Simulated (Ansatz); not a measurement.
**One shape, several levels: [CHO2]− (SMILES O=C[O-])**

Aim: a comparison of 6 runs (HF/STO-3G, BLYP/STO-3G, HSE06/STO-3G, SVWN5/STO-3G, wB97X/STO-3G, MP2/STO-3G) of [CHO2]−. 

Program for the calculation: Ansatz 0.2.0.

8 further runs of the same task are left out: 5 that didn't finish, 3 set aside as unsound or not needed.

## (1) The system as given

The species is [CHO2]− (4 atoms), meant as a singlet with charge -1. As SMILES, `O=C[O-]`. The C2–O1 distance was set to 2.491 Å, away from the relaxed value. At this shape a bond of the SMILES string is far longer than usual.

Bond lengths: C2–O3 1.246 Å, C2–H4 1.139 Å. Angles: O3–C2–H4 114.8°.

## (2) A single-point energy at HF/STO-3G (run 1)

The input, job.yaml:

```yaml
crystal:
  periodic: [false, false, false]
  atoms:
    - {symbol: O, position_ang: [-2.359032, 0.063009, 0.828834]}
    - {symbol: C, position_ang: [-0.008510, -0.020630, 0.007780]}
    - {symbol: O, position_ang: [0.790720, -0.973690, -0.058790]}
    - {symbol: H, position_ang: [0.401570, 0.973130, -0.367300]}
basis:
  gaussian: {orbitals: STO-3G}
total_charge: -1
magnetization: {spin_polarized: false, initial_magnetization: 0}
hamiltonian: {xc: hf}
accuracy: high
```

On the command line:

```console
$ ansatz run job.yaml --threads 1 --pin off --max-ram 3480MiB --events-out events.jsonl --progress --plain --runs-dir runs
```

Log:

```text
Warning: RAYON_NUM_THREADS=1 ignored (pool sized by the plan → 1); use --threads N
Functional definition: HF
  name "HF"
  exchange = exact_x
  correlation = 0
262 factors; integrals over basis functions are off by at most 2.1e-8 eV
mean field evaluation 1: about -5013.7815 eV, gradient 3.4e1 eV
mean field evaluation 2: about -5013.8081 eV, gradient 3.4e1 eV
mean field evaluation 4: about -5012.1618 eV, gradient 2.6e1 eV
mean field evaluation 8: about -5025.2012 eV, gradient 3.9e1 eV
mean field evaluation 16: about -5040.2495 eV, gradient 2.2e-4 eV
mean field evaluation 32: about -5039.9473 eV, gradient 5.4e0 eV
mean field evaluation 64: about -5012.1960 eV, gradient 2.6e1 eV
mean field -5040.24954906 eV, -185.2257545241 hartree, gradient 7.0e-9 eV, S^2 0.000000; 2 other end points of the search recorded, 0 dependent functions left out
reference -5040.24954906 eV, -185.2257545241 hartree; 12, 12 occupied and 4, 4 virtual orbitals, 262 factors
Total energy: -5040.24954906 eV, -185.2257545241 hartree
```

Run time: 0.08 s. Hardware: 1 thread of Intel Xeon 6975P-C (Granite Rapids), shared host.

## (3) A single-point energy at BLYP/STO-3G (run 2)

job.yaml: that of step 2 with these lines changed.

```diff
@@ -10,4 +10,3 @@
 total_charge: -1
-magnetization: {spin_polarized: false, initial_magnetization: 0}
-hamiltonian: {xc: hf}
+hamiltonian: {xc: {name: BLYP}}
 accuracy: high
```

On the command line:

```console
$ ansatz run job.yaml --threads 1 --pin off --max-ram 3480MiB --events-out events.jsonl --progress --plain --runs-dir runs
```

Log:

```text
Warning: RAYON_NUM_THREADS=1 ignored (pool sized by the plan → 1); use --threads N
Functional definition: BLYP
  name "BLYP"
  parameter beta = 0.0042
  parameter a = 0.04918
  parameter b = 0.132
  parameter c = 0.2533
  parameter d = 0.349
  exchange = b88_x(beta = beta)
  correlation = lyp_c(a = a, b = b, c = c, d = d)
262 factors; integrals over basis functions are off by at most 2.1e-8 eV
mean field evaluation 1: about -5038.2023 eV, gradient 6.6e1 eV
mean field evaluation 2: about -4480.3875 eV, gradient 9.3e1 eV
mean field evaluation 4: about -5061.4735 eV, gradient 3.3e1 eV
mean field evaluation 8: about -5061.4270 eV, gradient 3.3e1 eV
mean field evaluation 16: about -5064.5358 eV, gradient 4.0e-6 eV
mean field evaluation 32: about -5064.1856 eV, gradient 9.4e0 eV
mean field -5064.53580222 eV, -186.1182578660 hartree, gradient 3.5e-8 eV, S^2 0.000000; 2 other end points of the search recorded, 0 dependent functions left out
reference -5064.53583063 eV, -186.1182589100 hartree; 12, 12 occupied and 4, 4 virtual orbitals, 262 factors
Total energy: -5064.53583063 eV, -186.1182589100 hartree
```

It took 0.5 s on 1 thread of Intel Xeon 6975P-C (Granite Rapids), shared host.

Runs 3 to 4 aren't shown in full; the table further down has their settings and results.

## (4) The energy at wB97X/STO-3G (run 5)

The input, molecule.yaml:

```yaml
crystal:
  periodic: [false, false, false]
  atoms:
    - symbol: O
      position_ang: [-2.359032, 0.063009, 0.828834]
    - symbol: C
      position_ang: [-0.008510, -0.020630, 0.007780]
    - symbol: O
      position_ang: [0.790720, -0.973690, -0.058790]
    - symbol: H
      position_ang: [0.401570, 0.973130, -0.367300]
basis:
  gaussian:
    orbitals: STO-3G
hamiltonian:
  xc: {name: wB97X}
total_charge: -1
accuracy: high
```

On the command line:

```console
$ ansatz run molecule.yaml --threads 1 --pin off --max-ram 3480MiB --events-out events.jsonl --progress --plain --runs-dir runs
```

Log, cut to the lines that bear on the results:

```text
Warning: RAYON_NUM_THREADS=1 ignored (pool sized by the plan → 1); use --threads N
Functional definition: wB97X
  name "wB97X"
[...]
      + exact_x_lr(omega)
[...]
      + integral(e_c_pw_opposite_spin*poly(b97_u_opposite, 1, cos1, cos2, cos3, cos4))
262 factors; integrals over basis functions are off by at most 2.1e-8 eV
136 factors; integrals over basis functions are off by at most 5.8e-10 eV
[...]
mean field -5064.59224315 eV, -186.1203320319 hartree, gradient 3.0e-8 eV, S^2 0.000000; 0 other end points of the search recorded, 0 dependent functions left out
reference -5064.59224213 eV, -186.1203319944 hartree; 12, 12 occupied and 4, 4 virtual orbitals, 262 factors
Total energy: -5064.59224213 eV, -186.1203319944 hartree
```

Run time: 1.8 s. Hardware: 1 thread of Intel Xeon 6975P-C (Granite Rapids), shared host; peak memory 0.2 GiB.

## (5) A single-point energy at MP2/STO-3G (run 6)

The input, input.yaml:

```yaml
crystal:
  periodic: [false, false, false]
  atoms:
    - {symbol: O, position_ang: [-2.359032, 0.063009, 0.828834]}
    - {symbol: C, position_ang: [-0.008510, -0.020630, 0.007780]}
    - {symbol: O, position_ang: [0.790720, -0.973690, -0.058790]}
    - {symbol: H, position_ang: [0.401570, 0.973130, -0.367300]}
basis:
  gaussian:
    orbitals: STO-3G
accuracy: high
total_charge: -1
correlation:
  method: mp2
  frozen_orbitals: {C: 1, H: 0, O: 1}
```

On the command line:

```console
$ ansatz run input.yaml --threads 1 --pin off --max-ram 3480MiB --events-out events.jsonl --progress --plain --runs-dir runs
```

Log, cut to the lines that bear on the results:

```text
Warning: RAYON_NUM_THREADS=1 ignored (pool sized by the plan → 1); use --threads N
[... 2 set-up lines as earlier in the session ...]
[...]
262 factors; integrals over basis functions are off by at most 2.1e-8 eV
[...]
mean field -5040.24954906 eV, -185.2257545241 hartree, gradient 7.0e-9 eV, S^2 0.000000; 4 other end points of the search recorded, 0 dependent functions left out; unrestricted orbitals would lower it
[...]
unrestricted determinant -5041.84851950 eV, -185.2845156041 hartree, S^2 1.1239
3 core orbitals not correlated: weight in the atoms' cores, before any rotation towards them, 1.000 or more for the frozen orbitals, at most 0.000 for the correlated occupied ones
reference -5040.24954906 eV, -185.2257545241 hartree; 9, 9 occupied and 4, 4 virtual orbitals, 262 factors
second order -3.38024695 eV of doubles, -0.00000000 eV of singles
Total energy: -5043.62979601 eV, -185.3499763083 hartree
```

It took 0.14 s on 1 thread of Intel Xeon 6975P-C (Granite Rapids), shared host.

## (6) Overview of the runs

```
run         level  frozen core orbitals  energy (Eh)  wall time
  1     HF/STO-3G                     –  -185.225755     0.08 s
  2   BLYP/STO-3G                     –  -186.118259      0.5 s
  3  HSE06/STO-3G                     –  -185.965210     0.59 s
  4  SVWN5/STO-3G                     –  -184.698384     0.34 s
  5  wB97X/STO-3G                     –  -186.120332      1.8 s
  6    MP2/STO-3G                     3  -185.349976     0.14 s
```

## (7) Summary of results

```
                                          quantity          value
                               run 6: total energy  -185.34998 Eh
run 6: correlation energy (3 core orbitals frozen)     -124.2 mEh
```

What this shows: Totals of different functionals can't be ranked against each other. In run 6 the log says that unrestricted orbitals would lower the reference, so the values rest on an unstable closed-shell determinant (other closed-shell runs at this shape may share the fault). In runs 1, 2, 3, 4, 5, 6 the basis is minimal, so the values are rough. All runs together took 3.5 s, the longest 1.8 s.
